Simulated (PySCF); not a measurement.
Computed with PySCF and rigid-rotor harmonic-oscillator thermochemistry at 1 bar. 'Table' is the NASA 1993 thermochemical table (part measured, part estimated). 6-31G* has spherical d functions here. Open shells (unrestricted): HCO (multiplicity 2). The harmonic model lacks anharmonicity and excited electronic states, which grow with temperature; levels with a mode under 35 cm⁻¹ are left out. The table's entry may be an old estimate for HCO (not checked at source).

Harmonic frequencies at HF/6-31G* (cm⁻¹): 1251, 2145, 2916. Point group Cs; S°(298 K) = 223.7 J/mol/K at this level.

Work out Cp and S° of gaseous HCO at 500, 800, 1200, 1600, 2000 K from these, and set them beside the table.


| T (K) | Cp HF/6-31G* | Cp table | S° HF/6-31G* | S° table |
|---|---|---|---|---|
| 500 | 37.2 | 38.7 | 241.9 | 243.1 |
| 800 | 42.7 | 44.9 | 260.6 | 262.7 |
| 1200 | 48.4 | 50.1 | 279.1 | 282.0 |
| 1600 | 51.7 | 53.1 | 293.5 | 296.9 |
| 2000 | 53.7 | 55.1 | 305.3 | 309.0 |
Units J/mol/K.
